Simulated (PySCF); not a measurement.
Löwdin shares of the frontier orbitals

Species: C3H5N3.
Structure used (PBE0-D3(BJ)/def2-SVP), in Å, numbered top down from 1:
```xyz
11
C3H5N3 angstrom
C     -1.6799   -0.2886   -0.0011
N     -0.2565   -0.0870    0.0410
C      0.4446    1.0650   -0.0032
N      1.7341    0.8129    0.0562
C      1.7664   -0.5375    0.1389
N      0.5823   -1.1225    0.1320
H     -2.0162   -0.8044    0.9092
H     -2.1772    0.6872   -0.0697
H     -1.9510   -0.8967   -0.8756
H     -0.0278    2.0446   -0.0783
H      2.6890   -1.1138    0.2047
```

Level of theory: TDDFT PBE0/def2-SVPD, vertical, gas phase, core orbitals frozen in the response in PySCF.

Kohn–Sham orbitals with the atoms that hold most of them (Löwdin shares over 4%, at most four atoms; ? is withheld):

```json
{"orbital": "HOMO-3", "ε (eV)": "-9.38", "atoms": "N6 45%, N4 18%, N2 12%, C5 11%"}
{"orbital": "HOMO-2", "ε (eV)": "-8.46", "atoms": "N4 37%, N2 18%, N6 15%, C3 11%"}
{"orbital": "HOMO-1", "ε (eV)": "-8.07", "atoms": "?"}
{"orbital": "HOMO", "ε (eV)": "-7.71", "atoms": "?"}
{"orbital": "LUMO", "ε (eV)": "?", "atoms": "C3 24%, N2 20%, N6 20%, N4 11%"}
{"orbital": "LUMO+1", "ε (eV)": "0.56", "atoms": "C1 36%, H8 16%, C3 14%, H10 10%"}
{"orbital": "LUMO+2", "ε (eV)": "1.22", "atoms": "N4 28%, C5 26%, N6 14%, C3 10%"}
```

(1) Give the leading atoms of the HOMO-1.

(2) Give the leading atoms of the HOMO.

(3) What is the LUMO energy, and the HOMO–LUMO gap?

Answers

(1) N4 (bonded to 2 C) 53%; N6 (bonded to C and N) 25%; C5 (bonded to 2 N and H) 8%; C3 (bonded to 2 N and H) 7%. By element: nitrogen 79% or more, carbon 15% or more.

(2) N6 (bonded to C and N) 24%; C5 (bonded to 2 N and H) 24%; N2 (bonded to 2 C and N) 20%; C3 (bonded to 2 N and H) 18%. By element: nitrogen 45% or more, carbon 42% or more.

(3) ε(LUMO) = 0.03 eV; the gap is 7.75 eV (0.2847 hartree).

Question: How does S1 compare with the orbital gap of 7.75 eV?

Answer: S1 is at 6.31 eV (f = 0.0039), 1.44 eV below the gap, made of HOMO-1→LUMO (99%). Its leading pair isn't HOMO and LUMO; the energies of that pair differ by 8.10 eV. Without the coupling terms of the response equations the lowest excitation would equal the gap.

Question: Give energy, strength and leading configuration of S1, S2, S3 and S6, and follow the Löwdin shares of the leading atoms from the occupied to the empty orbital.

Answer: 
- S1 (6.31 eV, f 0.0039), HOMO-1→LUMO (99%): N4 53% → 11%, N6 25% → 20%, C3 7% → 24%, N2 at most 7% → 20%
- S2 (6.98 eV, f 0.122), HOMO→LUMO (76%): N6 24% → 20%, C5 24% → at most 11%, C3 18% → 24%, N2 20% → 20%
- S3 (7.16 eV, f 0.0012), HOMO→LUMO+1 (98%): N6 24% → at most 10%, C5 24% → at most 10%, C1 at most 14% → 36%, H8 at most 14% → 16%
- S6 (7.66 eV, f 0.010), HOMO-1→LUMO+1 (95%): N4 53% → at most 10%, N6 25% → at most 10%, C1 at most 7% → 36%, H8 at most 7% → 16%

Löwdin shares depend on the basis, the more so with diffuse functions.
